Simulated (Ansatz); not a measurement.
SiH2O2 (SMILES O[Si]O): the energy, rung by rung

SiH2O2: 5 atoms, total charge 0, spin state singlet. As SMILES, `O[Si]O`. The coordinates come from a PBE0-D4/def2-TZVP relaxation. This is one conformer, not always the lowest.

| atom | x (Å) | y (Å) | z (Å) |
| --- | --- | --- | --- |
| O | -1.4432 | -0.1056 | -0.2750 |
| Si | -0.2120 | -0.7913 | 0.5677 |
| O | 1.0360 | 0.1875 | 0.0686 |
| H | -1.2319 | 0.6489 | -0.8361 |
| H | 1.9011 | -0.0131 | 0.4334 |

Quantity: the energy change with the Si2–O3 bond stretched from 1.663 to 4.157 Å, in eV. The values are calculated.

| level | kind | program | value (eV) | less FCI/STO-3G |
| --- | --- | --- | --- | --- |
| HF/STO-3G (restricted) | Hartree–Fock | Ansatz | 9.82 | +5.15 |
| B3LYP/STO-3G (restricted) | global hybrid | Ansatz | 7.10 | +2.43 |
| wB97X/STO-3G (restricted) | range-separated hybrid | Ansatz | 8.39 | +3.72 |
| B2PLYP/STO-3G (restricted) | double hybrid | Ansatz | 5.45 | +0.78 |
| MP2/STO-3G (restricted) | perturbation theory | Ansatz | 5.24 | +0.57 |
| BCCD(T)/STO-3G (restricted) | coupled cluster or CI | Ansatz | 4.59 | -0.08 |
| CCSD(T)/STO-3G (restricted) | coupled cluster or CI | Ansatz | 3.68 | -0.99 |
| FCI/STO-3G | exact in the basis | Ansatz | 4.67 | 0.00 |

FCI/STO-3G is exact within its basis and frozen core, so for wave-function methods in that basis the difference is their error; functionals converge differently with the basis, so for them it is only a difference. A spin-restricted reference rises too steeply as a bond breaks; here HF/STO-3G, B3LYP/STO-3G, wB97X/STO-3G, B2PLYP/STO-3G, MP2/STO-3G lie well above the multireference or unrestricted value. The first shape isn't each level's own minimum. The values span 3.68 to 9.82 eV. All rows use very small basis sets, so none should be taken for the real molecule's value.
